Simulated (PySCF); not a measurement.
A PySCF script (with the pyscf-properties extension) for the NMR shieldings of SMILES SC1CCCC1, C5H10S, on a GFN2-xTB geometry:

```python
import basis_set_exchange as bse
import numpy as np
from pyscf import gto, dft
from pyscf.prop import nmr

atoms = """
S     2.269776    0.711023   -0.439317
C     1.082806   -0.464627    0.318547
C     0.130167    0.225448    1.287350
C    -1.003353    0.766522    0.406222
C    -0.987822   -0.081112   -0.882131
C     0.154439   -1.091663   -0.714474
H     1.353248    1.508519   -0.977749
H     1.729639   -1.194341    0.806651
H    -0.254842   -0.519210    1.986822
H     0.622008    1.009274    1.861468
H    -1.961572    0.698252    0.918692
H    -0.832984    1.818195    0.173110
H    -1.937348   -0.590509   -1.038167
H    -0.810215    0.550458   -1.753429
H     0.665074   -1.304726   -1.652456
H    -0.226620   -2.032560   -0.312549
"""
names = dict.fromkeys(["S", "C", "H"], "pcSseg-1")
basis = {el: gto.basis.parse(bse.get_basis(n, elements=[el], fmt="nwchem")) for el, n in names.items()}
mol = gto.M(atom=atoms, basis=basis, charge=0, verbose=0)
mf = dft.RKS(mol, xc="PBE0")
mf.grids.level = 2
mf.grids.alignment = dft.numint.BLKSIZE   # the property module wants whole blocks of grid points
mf.conv_tol = 1e-9
mf.kernel()

calc = nmr.RKS(mf)   # GIAO
C = mf.mo_coeff
Co = C[:, mf.mo_occ > 0]
resp = mf.gen_response(singlet=True, hermi=2)
def vind(x):   # induced exchange potential for any number of trial vectors
    d = np.einsum("pi,xij,qj->xpq", C, 2 * x.reshape(-1, C.shape[1], Co.shape[1]), Co, optimize=True)
    return np.einsum("xpq,pi,qj->xij", resp(d - d.transpose(0, 2, 1)), C, Co, optimize=True).ravel()
mo1, _ = nmr.rhf.solve_mo1(calc, with_cphf=vind)
sigma = calc.kernel(mo1)
for i, s in enumerate(sigma):   # ppm
    print("%2d %-2s %9.2f" % (i, mol.atom_pure_symbol(i), np.trace(s) / 3))
```

Question: What does it print?

Answer: 
```
 0 S     544.83
 1 C     138.80
 2 C     146.55
 3 C     163.97
 4 C     163.97
 5 C     146.58
 6 H      29.77
 7 H      28.74
 8 H      29.75
 9 H      29.78
10 H      29.93
11 H      29.78
12 H      29.93
13 H      29.78
14 H      29.79
15 H      29.75
```

These numbers come from an equivalent density-fitted implementation of the same equations, which agrees with the script to about 0.01 ppm for H and up to a few tenths of a ppm for heavy atoms, so last digits may differ.

Question: Turn these shieldings into chemical shifts. Shifts are taken against calculated references (same method and geometry level): $^{33}$S (σref 503.73) vs CS2; TMS for $^{13}$C (σref 186.93) and $^{1}$H (σref 31.72).

Answer: Averaging equivalent atoms: S 0: -41; C 1: 48.1; C 2/5: 40.4; C 3/4: 23.0; H 7: 2.97; H 8/15: 1.97; H 6: 1.95; H 11/13: 1.94; H 9/14: 1.93; H 10/12: 1.79 ppm. 

Size and cost of the density-fitted run: 159 basis functions, roughly 14 core-seconds.
